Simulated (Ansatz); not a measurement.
**CHAlO+ (quartet): from Hartree-Fock to the top rungs, cc-pVDZ**

One table from this session's results is given with a row withheld; the runs are named, their logs left out.

The runs use Ansatz 0.2.0, Gaussian basis; cc-pVDZ, core rule «outside noble gas», up to 7 orbitals frozen.

To be run: UHF; CCSD(T) on ROHF; CCSD(T) on UHF; BCCD(T) on ROHF; CISD; CCSDT(Q) on ROHF; CCSDT(Q) on UHF.

22 further runs of the same task are left out: 4 that didn't finish, 18 set aside as unsound or not needed.

## What is computed

The geometry is a PBE0/def2-TZVP stationary point (not a proven minimum) of the parent state, kept for this charge and spin.

4 atoms, charge 1, spin multiplicity 4.

Atoms are counted from 1 here; the program's logs count them from 0.

Bond lengths: Al1–C2 1.926 Å, Al1–H4 1.582 Å, C2–O3 1.150 Å. Angles: C2–Al1–H4 114.0°, Al1–C2–O3 172.0°.

The first run:

in.yaml

```yaml
crystal:
  periodic: [false, false, false]
  atoms:
    - {symbol: Al, position_ang: [0.000000, -0.106146, 1.272497]}
    - {symbol: C, position_ang: [0.000000, 0.083663, -0.643702]}
    - {symbol: O, position_ang: [0.000000, 0.036255, -1.792225]}
    - {symbol: H, position_ang: [0.000000, 1.269000, 2.055591]}
basis:
  gaussian: {orbitals: cc-pVDZ}
total_charge: 1
magnetization: {spin_polarized: true, initial_magnetization: 3}
hamiltonian: {xc: hf}
output: {orbitals: {seedname: orbitals}}
```

Run with:

```console
$ ansatz run in.yaml --threads 1 --pin off --events-out ev --progress --plain --max-ram 2393MiB
```

Among the steps run: UHF; CCSD(T) on ROHF; CCSD(T) on UHF; BCCD(T) on ROHF; CISD; CCSDT(Q) on ROHF; CCSDT(Q) on UHF.

One of the session's tables, all rows but one given; the rest of the session is left out.

| method | from UCCSDT(Q) (meV) |
| --- | --- |
| ROHF | +9473.8 |
| UHF | +9433.0 |
| RMP2 | +686.7 |
| UMP2 | +717.5 |
| CISD | +1204.2 |
| RCCSD | +471.5 |
| UCCSD | ? |
| RCCSD(T) | +80.2 |
| UCCSD(T) | +82.0 |
| BCCD(T) | +77.1 |
| RCCSDT | +48.9 |
| UCCSDT | +48.4 |
| RCCSDT(Q) | +6.2 |
| UCCSDT(Q) | 0 |

**Question.** Estimate the row for UCCSD.

**Answer.** from UCCSDT(Q) (meV): +468.9. In the column «from UCCSDT(Q) (meV)» it lies between UCCSD(T) (+82.0) and RCCSD (+471.5).

Caveats from the session: Restricted and unrestricted rows rest on different reference determinants; where their highest levels disagree by more than a few hundredths of an eV, they describe different states and don't form one ladder.
